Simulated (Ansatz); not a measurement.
Zinc-blende MgTe (metastable phase), treated with LDA (Ansatz, a program for electronic structure, PAW).

Settings: plane-wave cutoff 520 eV, 10×10×10 k mesh, Fermi–Dirac smearing 0.01 eV, scalar-relativistic PAW data made under PBE.

Properties against volume:

```tsv
V (Å³/atom)	P (GPa)	direct gap at Γ (eV)
30.347	2.73	2.671
30.993	1.72	2.571
31.639	0.82	2.475
32.284	0.00	2.382
32.930	-0.73	2.293
33.576	-1.40	2.207
34.221	-2.00	2.125
```

A straight line through the gaps at Γ against ln V gives a volume deformation potential dE_g(Γ)/d ln V of -4.6 eV: the gap at Γ widens under compression.

Measured, for comparison: band gap 3.67 eV (2 K, no zero-point or thermal correction; as tabulated in arXiv:1206.3780).

Spin–orbit coupling is not included; with these elements it can move the gap by several tenths of an eV or more.
